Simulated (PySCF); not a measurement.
PySCF input for Cl2, SMILES ClCl (connectivity only; charge and spin as stated), charge +1, multiplicity 2, PBE0-D3(BJ)/def2-TZVPD. Coordinates come from a PBE0-D3(BJ)/def2-TZVPD optimisation.

```python
import numpy as np
from pyscf import gto, scf, dft, df
from pyscf.hessian import thermo

mol = gto.M(
    atom='''
    Cl    0.00000000    0.00000000   -0.94173290
    Cl    0.00000000    0.00000000    0.94173290
    ''',
    basis='def2-TZVPD',
    charge=1,
    spin=1,
    max_memory=1600,
    verbose=3,
)
mf = dft.UKS(mol, xc='pbe0').density_fit(auxbasis='def2-universal-jkfit')
mf.disp = 'd3bj'
mf.grids.level = 3
mf.conv_tol = 1e-11
mf.max_cycle = 100
mf.kernel()
fine, coarse = mf.grids, dft.Grids(mol).set(level=1).build(with_non0tab=True)
for _ in range(3):  # follow internal instabilities
    mf.grids = coarse
    mo, _, stable, _ = mf.stability(return_status=True, nroots=4)
    mf.grids = fine
    if stable:
        break
    mf.kernel(mf.make_rdm1(mo, mf.mo_occ))

# [left out here: the lines that compute and print the analytic Hessian (its translational invariance restored by hand, since the grid's response is missing), thermochemistry and intensities]
```

Log of the run:

```

WARN: HOMO -0.309839702073018 >= LUMO -0.30983970207302

converged SCF energy = -919.676002181531  <S^2> = 0.75516196  2S+1 = 2.0051553
<class 'pyscf.df.df_jk.DFUKS'> wavefunction is stable in the internal stability analysis

WARN: DFTD3 does not support analytical Hessian, using finite difference


WARN: Mole.unit (angstrom) is changed to Bohr

Mode                                 0
Irrep
Freq [cm^-1]                      674.8238
Reduced mass [au]                  35.4500
Force const [Dyne/A]                9.5115
Char temp [K]                     970.9212
Normal mode                   x     y     z
       0  Cl                 0.00 -0.00  0.12
       1  Cl                 0.00  0.00 -0.12
temperature 298.1500 [K]
pressure 101325.00 [Pa]
Rotational constants [GHz] inf 8.03740 8.03740
Symmetry number 2
Zero-point energy (ZPE) 0.00154 [Eh]   4036.343 [J/mol]
                           tot       elec      trans        rot        vib
Entropy [J/mol/K]       226.910      5.763    161.891     57.844      1.411
Cv [J/mol/K]             24.461      0.000     12.472      8.314      3.674
Cp [J/mol/K]             32.775      0.000     20.786      8.314      3.674
Internal energy [J/mol]                      3718.434   2478.956   4359.791
Internal energy [Eh]   -919.67198  -919.67600
Enthalpy [J/mol]                             6197.391   2478.956   4359.791
Enthalpy [Eh]          -919.67104
Gibbs free energy [J/mol]                  -42070.430 -14767.280   3938.956
Gibbs free energy [Eh] -919.69680
mode   freq/cm-1   IR/(km/mol)
   1      674.82         0.000
max |gradient| / (hartree/bohr): 9.898549675873273e-06
APT charges: [0.5 0.5]
```

The run converged.

Cost: about 40 core-seconds (a rough figure).
